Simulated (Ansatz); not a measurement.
Geometry optimisation, RKS B3LYP/def2-SVP in Ansatz 0.2.0.

input.yaml

```yaml
crystal:
  periodic: [false, false, false]
  atoms:
    - { symbol: Al, position_ang: [-1.1227, 0.3068, -0.6658] }
    - { symbol: S, position_ang: [1.0337, 1.8041, -0.414] }
    - { symbol: H, position_ang: [-0.9085, -0.556, -1.9256] }
    - { symbol: H, position_ang: [-2.4834, 0.9505, -0.3619] }
    - { symbol: H, position_ang: [0.5103, 0.3335, 0.4809] }
    - { symbol: P, position_ang: [-0.1374, -1.1311, 1.3486] }
    - { symbol: H, position_ang: [1.5681, 0.9953, -1.3312] }
    - { symbol: H, position_ang: [0.8087, -0.821, 2.3035] }
    - { symbol: H, position_ang: [0.7311, -1.8821, 0.5656] }
basis:
  gaussian: { orbitals: def2-SVP }
hamiltonian:
  xc: b3lyp
relax:
  f_tol: 0.15
  max_steps: 25
  restrain:
    - { distance: [0, 5], at: 2.28, k: 30.0 }
    - { distance: [4, 1], at: 1.36, k: 30.0 }
    - { distance: [0, 1], at: 3.56, k: 30.0 }
    - { distance: [4, 5], at: 2.68, k: 30.0 }
```

Run as:

```bash
$ ansatz run input.yaml --threads 2 --pin off --max-ram 3072MiB --backend cpu --events-out ev --progress --plain --runs-dir out
```

Problem. Where does it end, and by what steps?

Solution. The run converged. The restraints hold the end off the free minimum. After 8 steps the energy has fallen by 0.694 eV (the restraints' own energy left out); H8 moved furthest, 0.91 Å. Parted: Al1–S2. Joined: S2–H5.

| step | energy less start (eV) | largest force component (eV/Å) | accepted |
| --- | --- | --- | --- |
| 0 | 0.0000 | 1.323 | yes |
| 1 | 0.1479 | 1.441 | yes |
| 2 | 0.0022 | 1.808 | yes |
| 3 | -0.0702 | 1.591 | yes |
| 4 | -0.3270 | 1.156 | yes |
| 5 | -0.5302 | 0.951 | yes |
| 6 | -0.6241 | 0.706 | yes |
| 7 | -0.6757 | 0.533 | yes |
| 8 | -0.6937 | 0.491 | yes |

```xyz
9
Properties=species:S:1:pos:R:3
Al -1.452 -0.242 -0.461
S 1.445 1.806 -0.304
H -1.313 -0.712 -1.969
H -2.575 0.775 -0.001
H 1.173 0.700 0.443
P -0.312 -1.433 1.140
H 1.994 1.058 -1.287
H 0.106 -0.354 1.976
H 0.933 -1.597 0.462
```

Run time: 6.9 s on 2 threads of AMD EPYC 9B45 (Zen 5) (shared host), peak memory 0.19 GiB.
